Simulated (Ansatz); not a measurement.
Results of PBE-D3(BJ) (Ansatz, a quantum-chemistry and plane-wave program, plane waves, PAW) for 1T (CdI2-type) HfS2.

Numerical settings: plane-wave cutoff 520 eV, 12×12×6 k mesh (along the axes of the cell as run), Fermi–Dirac smearing 0.01 eV, scalar-relativistic PAW data made under PBE.

Response to compression and expansion:

Shape and atoms are relaxed at each volume.

```csv
V (Å³/atom),P (GPa),direct gap at Γ (eV),smallest gap on the k mesh (eV),c (Å)
20.779,1.61,1.714,0.633,5.619
21.212,0.73,1.784,0.744,5.692
21.645,0.00,1.852,0.850,5.768
22.078,-0.57,1.925,0.948,5.850
22.510,-0.99,1.998,1.033,5.937
```

The fundamental gap (0.85 eV at the equilibrium volume, with added k points) lies elsewhere than Γ–Γ.

Measured, for comparison: band gap 1.8 eV (temperature not stated, not corrected to a static lattice, fundamental, indirect, our sources range from 1.80 to 1.96; as tabulated in Rybak et al. (2022), arXiv:2210.12074).

Note: the bulk modulus comes from volumes at which shape and atoms were relaxed.

Spin–orbit coupling is not included.
